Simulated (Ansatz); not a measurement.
Reaction (hydrogen abstraction from a C–H bond): `CC(F)CF` + H• → `[CH2]C(F)CF`• + H₂

Computed with Ansatz on PBE0-D4/def2-TZVP structures; ΔE is electronic, products minus reactants. CCSD(T)/CBS is the MP2 limit (def2-TZVPP, def2-QZVPP) plus CCSD(T) − MP2 in def2-TZVPP, frozen cores. This one scheme is used for every species, atoms too. DFT in def2-TZVPP. B3LYP here is the variant with VWN-RPA as its local correlation; programs differ in this. No spin–orbit coupling; open shells (•) take unrestricted orbitals. Each species was taken in one conformer, which may not be the lowest.

```csv
species,B3LYP energy (Eh)
`CC(F)CF`,-317.75390
H•,-0.50215
`[CH2]C(F)CF`•,-317.07851
H₂,-1.18000
```

(1) Work out ΔE.

Largest T1 diagnostic among the species: 0.012.

Results:

(1) ΔE = (-317.07851) + (-1.18000) − (-317.75390) − (-0.50215) = -0.00246 Eh = -6.5 kJ/mol. CCSD(T)/CBS gives +7.3 kJ/mol.

At CCSD(T), def2-SVP lies +8.8 kJ/mol from the extrapolated value and def2-TZVPP −0.2 kJ/mol. Leaving LDA and LC-ωPBE aside and taking each functional with its dispersion term where it has one, the values, not all of them listed here, spread over 25.5 kJ/mol, from BLYP-D4 to PBE-QIDH. LDA lies +17.5 kJ/mol from PBE without D4.
